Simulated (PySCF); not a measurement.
# Si–NH2⁺, singlet in cc-pVDZ: errors against RCCSDT(Q)

Geometry: that of the Si–NH2, doublet, kept fixed.

```xyz
4

Si    0.0000    0.0000    0.6455
N     0.0000    0.0000   -1.0599
H     0.0000    0.8350   -1.6290
H     0.0000   -0.8350   -1.6290
```

Basis cc-pVDZ; PySCF 2.14.0. Correlated methods freeze the noble-gas cores, which leaves 10 electrons in 36 orbitals. Prefix R: restricted or restricted open-shell reference.

Full CI isn't at hand for all of this; RCCSDT(Q) serves as the reference, and is uncertain by the last step of the cluster series or more.

The T1 diagnostic (ROHF- or RHF-based CCSD) is 0.0204 and the largest doubles amplitude (ROHF- or RHF-based CCSD) is 0.103.

```
   level  E − E(RCCSDT(Q)) (kcal/mol)  share of correlation (%)  wall time
     RHF                       168.58                      0.00          –
    RMP2                        21.34                     87.34          –
   RCCSD                         5.97                     96.46          –
RCCSD(T)                         0.95                     99.44     0.38 s
  RCCSDT                         0.51                     99.70          –
```

The correlation energy at RCCSDT(Q), counted from RHF, is -7.310 eV. That run took 56 s on 1 thread of Intel Xeon 6975P-C, shared host.

Times are those of the correlated step on a shared host, with one SCF added for the restricted CCSD run; they ran on 1 thread of Intel Xeon 6975P-C.
